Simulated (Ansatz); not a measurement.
Computed with Ansatz on PBE0-D4/def2-TZVP structures; ΔE is electronic, products minus reactants. CCSD(T)/CBS is the MP2 limit (def2-TZVPP, def2-QZVPP) plus CCSD(T) − MP2 in def2-TZVPP, frozen cores. This one scheme is used for every species. DFT in def2-TZVPP. No spin–orbit coupling; open shells (•) take unrestricted orbitals. Each species was taken in one conformer, which may not be the lowest.

`O[SiH2][SiH3]` + `[SiH3]`• → `O[SiH2][SiH2]`• + SiH₄  (hydrogen abstraction from the Si–H bond)

`O[SiH2][SiH3]`:

Z-matrix (Å, degrees):
```
Si
Si 1 2.347
O 1 1.654 2 112.4
H 1 1.484 2 110.6 3 117.6
H 1 1.493 2 108.5 3 -123.5
H 2 1.489 1 110.0 3 177.8
H 2 1.491 1 110.1 3 58.6
H 2 1.488 1 111.4 3 -61.5
H 3 0.958 1 117.6 2 -58.8
```

`[SiH3]`•:

```xyz
4

Si    0.175    0.155   -0.243
H     0.706    0.626    1.063
H     0.372   -1.309   -0.408
H    -1.253    0.528   -0.411
```

`O[SiH2][SiH2]`•:

Cartesian coordinates in Å:
```
O 0.740 -1.755 -0.382
Si 0.079 -0.584 0.576
Si -0.865 1.141 -0.687
H 1.479 -1.511 -0.940
H -0.987 -1.250 1.362
H 1.100 -0.037 1.519
H -1.644 2.127 0.114
H 0.097 1.869 -1.563
```

SiH₄:

Z-matrix (Å, degrees):
```
Si
H 1 1.485
H 1 1.485 2 109.5
H 1 1.485 2 109.5 3 -120.0
H 1 1.485 2 109.5 3 120.0
```

```
        level  ΔE (eV)
       PBE-D4    -0.15
       revPBE    -0.14
       r2SCAN    -0.15
         PBE0    -0.14
      r2SCAN0    -0.15
        BHLYP    -0.15
HF/def2-TZVPP    -0.13
HF/def2-QZVPP    -0.13
```

**Question.** What does CCSD(T)/CBS give? (Best estimate.)

**Answer.** Ansatz gave: -0.15 eV. The listed levels differ from it by 0.00, 0.01, 0.00, 0.01, 0.00, 0.00, 0.02, 0.02 eV.

**Question.** What do rigid-rotor, harmonic-oscillator terms from PBE0-D4/def2-TZVP frequencies (298.15 K, 1 bar) make of the CCSD(T)/CBS value? (Best estimate.)

**Answer.** Computed: ΔZPE = +0.01 eV, ΔH = -0.14 eV, ΔS = -5 J/(mol·K), ΔG = -0.12 eV. Open shells count their whole term as degenerate.

Largest T1 diagnostic among the species: 0.015.

Leaving LDA and LC-ωPBE aside and taking each functional with its dispersion term where it has one, the values, not all of them listed here, spread over 0.03 eV, from B97M-V to ωB97X-V.
